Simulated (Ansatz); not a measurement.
# AlHF radical (SMILES [F][AlH]): a rigid scan of the bond length Al2–H3

The task here is to estimate one member of a computed series from the others.

Program: Ansatz 0.2.0, Gaussian basis. Level of theory: single points in def2-TZVPP. These are calculated values, not measurements.

Levels: PBE-D4, r2SCAN-D4, PBE0-D4, B3LYP-D4, wB97M-V, Hartree-Fock, MP2, CCSD, CCSD(T). The scan takes 1.415, 1.471, 1.552, 1.648, 1.754, 1.868, 1.990, 2.117, 2.250 Å.

Correlated methods freeze the cores. Orbitals are unrestricted. B3LYP uses VWN-RPA correlation.

19 further runs of the same task are left out: 19 set aside as unsound or not needed.

## The system as given

The minimum, relaxed at PBE0-D4: SMILES `[F][AlH]`, 3 atoms, charge 0, spin multiplicity 2.

Atoms are counted from 1 here; the program's logs count them from 0.

Bond lengths: F1–Al2 1.656 Å, Al2–H3 1.607 Å. Angles: F1–Al2–H3 115.5°.

As a file:

```xyz
3
charge 0, multiplicity 2
F     0.90707    0.89323    0.58564
Al   -0.43254    0.31798   -0.19954
H    -0.48543   -1.27611   -0.39930
```

Energies of the minimum (eV), from earlier single points: PBE-D4 -9325.69781, r2SCAN-D4 -9330.18880, PBE0-D4 -9326.27983, B3LYP-D4 -9332.78510, wB97M-V -9330.76074, CCSD(T) -9316.03472.

At the minimum the bond length Al2–H3 is 1.607 Å.

Set-up of the first run:

The input, ccsdt-tzvpp/in.yaml:

```yaml
crystal:
  periodic: [false, false, false]
  atoms:
    - {symbol: F, position_ang: [0.907071, 0.893230, 0.585636]}
    - {symbol: Al, position_ang: [-0.432539, 0.317983, -0.199538]}
    - {symbol: H, position_ang: [-0.479099, -1.085276, -0.375384]}
basis:
  gaussian: {orbitals: def2-TZVPP}
magnetization: {spin_polarized: true, initial_magnetization: 1}
correlation: {method: ccsd_t}
scf: {omitted_lower_state_checks: [cluster_reference]}
```

No record of the launch command was kept for these runs.

Among the steps run: Al2–H3 = 1.415 Å; Al2–H3 = 1.471 Å; Al2–H3 = 1.552 Å; Al2–H3 = 1.648 Å; Al2–H3 = 1.754 Å; Al2–H3 = 1.868 Å; Al2–H3 = 1.990 Å; Al2–H3 = 2.117 Å; Al2–H3 = 2.250 Å.

One of the session's tables, all rows but one given; the rest of the session is left out.

It belongs to the step «The curves». Energies less that of the minimum at the same level (eV):

```
bond length (Å)  PBE-D4  PBE0-D4  B3LYP-D4  wB97M-V  Hartree-Fock
          1.415   0.306    0.279     0.269    0.264         0.246
          1.471   0.148    0.128     0.122    0.118         0.102
          1.552       ?        ?         ?        ?             ?
1.607 (minimum)   0.000    0.000     0.000    0.000         0.000
          1.648   0.002    0.009     0.010    0.011         0.020
          1.754   0.075    0.100     0.100    0.106         0.142
          1.868   0.220    0.267     0.259    0.275         0.347
          1.990   0.412    0.484     0.460    0.491         0.600
          2.117   0.630    0.722     0.684    0.720         0.853
          2.250   0.848    0.954     0.901    0.936         1.068
```

Q: Estimate the row for bond length (Å) = 1.552 from the others.

The run gave: PBE-D4: 0.027; PBE0-D4: 0.018; B3LYP-D4: 0.017; wB97M-V: 0.015; Hartree-Fock: 0.006.

Caveats from the session: A polynomial through the near points puts the CCSD(T) minimum 0.008 Å below the PBE0-D4 value. The unrestricted reference is spin-contaminated, which hurts MP2 most.
